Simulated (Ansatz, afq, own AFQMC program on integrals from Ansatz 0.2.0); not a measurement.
# CH3Br, triplet: AFQMC among the cluster methods

```xyz
5

Br   -0.4952    0.0000    0.0000
H     1.2078    0.0000    0.0000
C     2.6748    0.0000    0.0000
H     3.0892    0.0000    0.9962
H     3.0892    0.0000   -0.9962
```

Connectivity, by distances: BrH ··· CH2.

Basis cc-pVTZ. Only valence electrons are correlated. AFQMC by an in-house program on the Cholesky factors that Ansatz 0.2.0 writes for its CCSD(T) run. ph-AFQMC/CISD is guided by a CISD state made of CCSD amplitudes; releasing the constraint for a short imaginary time cuts its bias at the price of noise, slowly where states lie close. Error bars are statistical, one sigma. No spin–orbit coupling.

Determinant: UHF, the one that the program's search chose, which needn't be the lowest solution. The geometry is a point of a scan.

No full CI on the walks' own integrals is used here. The released AFQMC energy serves as the reference, which it does only where one determinant dominates, the energy is flat over the last release times and near the phaseless one (40 meV or 2 meV an electron, half that with transition metals). On small molecules, where full CI could be run and the noise was under 10 meV, such values lay within 10 meV of it in 19 cases of 20, a flattering rate, since the rule was set on those same cases; what remains of the bias isn't in the error bar.

Cautions: no relativity below Rb; no spin-orbit coupling; inner d shell frozen; lower spins were not checked; unrestricted determinant slightly spin contaminated (⟨S²⟩ 2.08 against 2.00); the released value is read at 2.40 1/Eh with a noise of 11 meV, more than in the cases checked (meV from the phaseless value at times in 1/Eh: -9 ± 4 at 0.24, -16 ± 4 at 0.51, -15 ± 6 at 0.99, -22 ± 6 at 1.62, -35 ± 11 at 2.40).

* T1 diagnostic: 0.0172
* weight of the determinant in the CISD state: 0.862
* ⟨S²⟩ of the determinant: 2.081
* size of the correlated space: 14 electrons in 100 orbitals

Reference: AFQMC with the constraint released, correlation energy -9.731 ± 0.011 eV.

| level | E − E(reference) (kcal/mol) | share of correlation (%) |
| --- | --- | --- |
| HF | 224.41 ± 0.26 | 0.00 |
| MP2 | 34.50 ± 0.26 | 84.63 |
| CCSD | 9.17 ± 0.26 | 95.91 |
| CCSD(T) | 1.59 ± 0.26 | 99.29 |
| ph-AFQMC/CISD | 0.82 ± 0.29 | 99.64 |

A walk keeps the symmetry of its determinant, which the program's search chose and which needn't be the lowest solution, so a lower state of the same spin and another symmetry isn't excluded. Released energies are given only where the last usable release times agree within the noise; a slower fall can still hide under it.
